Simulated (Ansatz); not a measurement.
The first iterations of a band of BClH3N + H2 (8 atoms, charge 0, multiplicity 1).

Computed with RKS BLYP-D4/def2-SVP in Ansatz 0.2.0.

```json
{
 "movable images": "5",
 "climbing image": "yes",
 "spring": "5.0 eV/Å²",
 "optimiser": "quadratic models (default)",
 "start path": "through a guess of the saddle point",
 "force threshold": "0.05 eV/Å",
 "iteration limit": "60",
 "end points": "relaxed"
}
```

First end point:

```xyz
8
Properties=species:S:1:pos:R:3
B 0.092 -0.775 0.150
N -0.052 -0.211 1.423
H -0.936 -0.198 1.937
H 0.733 0.198 1.933
H 1.162 -0.781 -0.411
Cl -1.324 -1.502 -0.668
H -0.569 3.236 1.423
H -0.475 2.488 1.278
```

Last end point:

```xyz
8
Properties=species:S:1:pos:R:3
B 0.046 0.329 0.076
N -0.220 0.361 1.707
H -0.459 -0.585 2.047
H 0.606 0.695 2.228
H 1.016 -0.397 -0.077
Cl -1.539 -0.417 -0.602
H 0.199 1.496 -0.251
H -1.020 0.972 1.937
```

| iteration | highest image above the first end (eV) | largest band force component (eV/Å) |
| --- | --- | --- |
| 1 | 3.835 | 13.068 |
| 2 | 2.965 | 2.809 |
| 3 | 2.659 | 8.855 |
| 4 | 2.303 | 1.985 |
| 5 | 1.319 | 1.729 |

Q: Does the band converge within its limit, and where does its top end?

A: The forces met the threshold. It ended after 17 iterations with the highest image 1.793 eV above the first end. Neighbouring images differ by up to 1.6 eV, so the band resolves the path poorly. A vibrational analysis at the climbing image gives one clearly imaginary mode, 1355i cm⁻¹: a first-order saddle point. The orbitals stay closed-shell, which can raise the energy where a bond breaks towards radicals; this wasn't checked here.

Time of the run: 2.2 min on 2 threads of Intel(R) Xeon(R) Platinum 8259CL CPU @ 2.50GHz (Skylake/Cascade Lake), with other jobs on the host, peak memory 0.16 GiB.
